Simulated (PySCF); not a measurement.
Na₂, SMILES [Na][Na]. Geometry optimised at PBE-D3(BJ)/def2-TZVPD.

Calculation: PySCF 2.14.0 with PBE-D3(BJ)/def2-TZVPD.

Harmonic wavenumbers (cm⁻¹): 156. Rotational constants (GHz): 4.592 (linear); symmetry number 2.

**Question.** Work out the zero-point energy and the ideal-gas rigid-rotor harmonic-oscillator thermochemistry at 298.15 K and 1 atm.

**Answer.** ZPE = ½ Σ hcν = ½ × 156 cm⁻¹ = 0.22 kcal/mol. H − E(el) = 2.69 kcal/mol. Entropy in cal/(mol K): translation 37.40, rotation 14.94, vibration 2.60, total 54.94. G − E(el) = -13.69 kcal/mol. Cp = 8.85 cal/(mol K).
